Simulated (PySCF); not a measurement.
Gas-phase reaction: 2 HBNH + 6 Cl = BCl₃ + NH + BCl₃.NH₃

Energies from PySCF, thermal terms from the rigid-rotor harmonic-oscillator model, ideal gas at 1 bar. † marks an energy on the PBE0/def2-TZVP geometry and frequencies. MP2 and CCSD(T) freeze the core. Open shells (unrestricted): Cl (multiplicity 2, electronic degeneracy 6), NH (multiplicity 3); the rest are closed-shell singlets. Spin-orbit splitting is ignored; it lowers the true energy and changes the entropy of Cl. Adducts (BCl₃.NH₃) have no counterpoise correction, and HF, PBE, BLYP, B3LYP and PBE0 lack dispersion. HBNH, BCl₃.NH₃: computed as isolated molecules; such fragments, hydroxides, amides, oligomers or adducts are transient or little studied in the gas. MP2 isn't extrapolated to the basis-set limit; its ΔH°(298 K) is -1396.8 kJ in def2-SVP and -1476.6 kJ in def2-TZVPP. CCSD(T) isn't extrapolated to the basis-set limit; its ΔH°(298 K) is -1338.9 kJ in def2-SVP and -1391.2 kJ in def2-TZVPP. The harmonic model lacks anharmonicity and excited electronic states, which grow with temperature; levels with a mode under 35 cm⁻¹ are left out. Internal rotation in BCl₃.NH₃ is treated as a harmonic vibration of one conformer, which makes the entropy rough.

| level | ΔE electronic, kJ | ΔH°(298 K), kJ | ΔS°(298 K), J/K | ΔG°(1600 K), kJ |
|---|---|---|---|---|
| CCSD(T)/def2-SVP† | -1358 | -1339 | -628 | -316 |
| CCSD(T)/def2-TZVPP† | -1410 | -1391 | -628 | -368 |
| HF/def2-TZVP† | -1104 | -1085 | -628 | -61 |
| MP2/def2-TZVPP† | -1496 | -1477 | -628 | -453 |
| PBE/def2-TZVP† | -1484 | -1464 | -628 | -441 |
| ωB97M-V/def2-TZVP† | -1478 | -1459 | -628 | -435 |
ΔH° is lowest at MP2/def2-TZVPP† and highest at HF/def2-TZVP†. No reference value is set beside these.
